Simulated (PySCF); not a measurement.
Species: C4H3OS (charge -1).
SMILES: `[O-]C1=CC=CS1`

Structure optimised with GFN2-xTB, isolated species.

Take the most abundant isotopes and a rigid rotor. 

(1) What are A, B and C (MHz)?

(2) Classify the top.

(3) Is it planar, by Δ = Ic − Ia − Ib?

(4) Give the coordinates in the principal-axis frame, origin at the centre of mass.

(5) Estimate the classical rotational partition function at 10 K, 50 K and 200 K.

## Answers

(1) Ia = 96.18, Ib = 147.66, Ic = 243.84 u·Å²; 505379 MHz·u·Å²/I gives A = 5255, B = 3423, C = 2073 MHz.

(2) An asymmetric top: κ = (2 × 3423 − 5255 − 2073)/(5255 − 2073) = -0.15.

(3) Planar: Δ = Ic − Ia − Ib = 0.00 u·Å². For a rigid frame Δ = −2 Σ m c², so it vanishes when all atoms lie in the ab plane; here none is more than 0.01 Å from it.

(4) The sense of each axis is arbitrary; atoms in the order of the calculation.
```tsv
atom	mass (u)	a (Å)	b (Å)	c (Å)
O1	15.995	2.138	0.053	0.000
C2	12.000	0.924	0.253	0.000
C3	12.000	0.149	1.395	0.000
C4	12.000	-1.245	1.199	0.000
C5	12.000	-1.633	-0.097	0.000
S6	31.972	-0.267	-1.181	0.000
H7	1.008	0.614	2.370	0.000
H8	1.008	-1.950	2.022	0.000
H9	1.008	-2.626	-0.509	0.000
```

(5) Point group Cs, symmetry number σ = 1; q = (√π/σ)·√((kT/h)³/(ABC)), k/h = 20836.6 MHz/K: 873 at 10 K, 9760 at 50 K, 78100 at 200 K.

Stationary, but not proved a minimum. No vibrational averaging or centrifugal distortion is included, and the geometry carries the error of its method.

These are computed values.
